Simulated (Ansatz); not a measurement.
Mulliken charges of CHO$_{2}$ (`O=[C]O`) radical from ωB97M-V/def2-TZVPP in Ansatz (PBE0-D4/def2-TZVP geometry).

```
atom   x (Å)   y (Å)   z (Å)  charge (e)
  O1   0.048   0.326   1.340      -0.202
  C2   0.481  -0.303   0.443       0.211
  O3   0.135  -0.348  -0.825      -0.207
  H4  -0.608   0.265  -0.979       0.197
```

Q: By hand: the dipole of these point charges (1 e Å = 4.8032 D).

A: Σ q r = (-0.056, -0.006, -0.199) e Å, of length 0.207 e Å = 0.99 D.

Q: How does the dipole of the full density compare? (Estimate.)

A: Ansatz gave: (-0.219, 0.095, -0.355) e Å, 2.05 D; the point charges give 0.48 times that, at 21° from its direction.

Point charges leave out the atoms' own dipoles, such as those of lone pairs, and Mulliken's split depends on the basis, so the two needn't agree.
